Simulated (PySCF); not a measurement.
phosphanylidenephosphane, H₂P₂, SMILES [H]/P=P\[H], point group C2v.

Force field and properties: PBE0/pcSseg-2 (PySCF, grid level 2). Vibrational terms come from second-order perturbation theory with semi-diagonal cubic constants, by steps of ±0.6 along the normal coordinates of each isotopologue. The parent has the commonest isotopes.

Equilibrium geometry (Å):

```csv
atom,x,y,z
P1,1.0106,-0.7143,-0.0050
P2,-1.0128,-0.6812,-0.0486
H3,1.2648,0.6869,0.0079
H4,-1.2216,0.7276,-0.0457
```

Species: ²H at 3, ²H at 4. Output of the displacement run:

```
mode    cm-1    km/mol   phi_rrr   E(+)/cm-1  E(-)/cm-1
  1    513.22     0.00      -0.3      92.78      93.06
  2    519.95    10.85     135.1      99.45      89.73
  3    621.54    11.96       3.5     111.92     112.10
  4    631.56     0.80    -162.0     108.05     119.70
  5   1699.46     6.72       8.4     306.96     306.77
  6   1718.78    48.13    -591.9     289.01     331.59
```

For the shielding of P1 (σe = -265.85 ppm):

```tsv
mode	ω (cm⁻¹)	Σr φrrs (cm⁻¹)	∂σ/∂q	∂²σ/∂q²
1	513	3	-0.159	-10.912
2	520	177	-21.938	-2.429
3	622	8	61.741	-19.242
4	632	-208	-58.802	-6.577
5	1699	1	-5.430	-3.952
6	1719	-575	-9.653	-4.835
```

Q: Work out the zero-point average of this shielding.

A: With ⟨qs⟩ = −Σr φrrs/(4ωs) and ⟨qs²⟩ = 1/2: the mean displacements are -0.001, -0.085, -0.003, 0.082, 0.000, 0.084. The anharmonic term Σ (∂σ/∂q)⟨q⟩ is -3.95 ppm, the harmonic term ¼ Σ ∂²σ/∂q² is -11.99 ppm, so ⟨σ⟩ = -281.78 ppm.
